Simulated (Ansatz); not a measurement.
## CCSD(T) against full CI for several species

Each species is computed at the geometry given (Å), with frozen cores, in Ansatz 0.2.0: RHF-CCSD(T) for singlets, UHF-CCSD(T) otherwise, and full CI in the same basis. The program picks the determinant by trial CCSD, so it needn't be the lowest Hartree–Fock solution. States: HC–MgH Σ⁻ or Δ, NaBr Σ⁺ or Δ, BH4⁺ A2, PH2⁺ A1. Cases whose determinant has another symmetry than full CI's state, or whose (Q) step broke down, weren't drawn. No relativity is included.

Question: Judging by size, spin and bonding, rank them by the size of CCSD(T)'s error in total energy against full CI in the same basis, smallest first (an estimate).
A. BH$_{4}$⁺, triplet, cc-pVDZ: B 0.000 0.000 0.000; H 0.472 0.486 1.057; H -0.486 -0.471 1.058; H -0.472 0.471 -1.064; H 0.485 -0.487 -1.051
B. HC–MgH, quintet, 6-31G: C 0.000 0.000 1.155; Mg 0.000 0.000 -0.852; H 0.000 0.000 2.244; H 0.000 0.000 -2.548
C. PH₂⁺, singlet, cc-pVDZ: P 0.000 -0.042 0.000; H 0.000 0.642 -1.240; H 0.000 0.642 1.240
D. NaBr, singlet, 6-31G: Br 0.000 0.000 0.000; Na 0.000 0.000 2.507

Answer: D (3.0 meV), A (15.1 meV), C (24.4 meV), B (31.5 meV).

| species | basis | correlated electrons | CCSD(T) − full CI (meV) | CCSDT(Q) − full CI (meV) | unpaired electrons (full CI) | T1 | ⟨S²⟩ of the determinant |
| --- | --- | --- | --- | --- | --- | --- | --- |
| NaBr, singlet | 6-31G | 8 | 3.0 | -0.4 | 0.01 | 0.015 | 0.00 |
| BH4⁺, triplet | cc-pVDZ | 6 | 15.1 | -0.6 | 2.02 | 0.012 | 2.01 |
| PH2⁺, singlet | cc-pVDZ | 6 | 24.4 | 1.0 | 0.11 | 0.013 | 0.00 |
| HC–MgH, quintet | 6-31G | 8 | 31.5 | -3.9 | 4.04 | 0.053 | 6.02 |

Unpaired electrons are Σ n²(2−n)² over natural occupations; an open shell counts its own unpaired electrons too. Frozen cores follow each run's orbitals, which moves totals by a few meV.
